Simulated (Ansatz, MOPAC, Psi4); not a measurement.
Species: benzene, C₆H₆ (charge 0, singlet). SMILES: c1ccccc1
Geometry: optimised at B3LYP-D3(BJ)/def2-TZVP (Ansatz, a first-principles code).

Property: vertical ionisation energy to the doublet, in eV. Terms: 6-311+G** with 5d; no dispersion term unless named; each state is the SCF solution reached for its charge and spin; spin-orbit terms left out; non-relativistic; UHF or UKS for open shells; 6-31G* and kin with 6d, 5d where marked; valence correlation only. First-principles rows: single points at B3LYP-D3(BJ) geometries (Ansatz). Semi-empirical rows: differences of heats of formation at the shared geometry for vertical values. A UHF reference is markedly spin-contaminated in at least one set, which strains HF and MP2. The Hartree-Fock reference of c1ccccc1 is unstable towards a lower, spin-broken solution.

Measured values: CCCBDB table in ASE; they hold spin-orbit and core effects. 

Value to compare with, the measured value: 9.25 eV.

```tsv
level	program	vertical ionisation energy to the doublet (eV)	error
AM1	MOPAC	9.30	0.05
PM3	MOPAC	9.48	0.23
PM6	MOPAC	9.33	0.08
MNDO	MOPAC	9.08	-0.17
HF/6-31G*	Ansatz	7.79	-1.46
PBE/6-311+G**	Ansatz	9.30	0.05
B3LYP/STO-3G	Ansatz	8.08	-1.17
B3LYP/3-21G	Ansatz	9.23	-0.02
B3LYP/6-31G*	Ansatz	9.03	-0.22
B3LYP/6-311+G**	Ansatz	9.30	0.05
wB97X-D/6-31G*	Psi4	9.10	-0.15
MP2/6-31G*	Ansatz	9.23	-0.02
MP2/6-311+G**	Ansatz	9.65	0.40
PBE0/def2-TZVPD	Ansatz	9.27	0.02
```

Among the 13 habitual levels, HF/6-31G* lies farthest from the measured value (-1.46 eV); 6 of 13 lie above it, and their mean absolute error is 0.31 eV, the median 0.15. One case shows no general order.

The levels are drawn from those run, B3LYP/6-31G* more often than the rest, none by its result; runs whose electronic state is in doubt are left out.
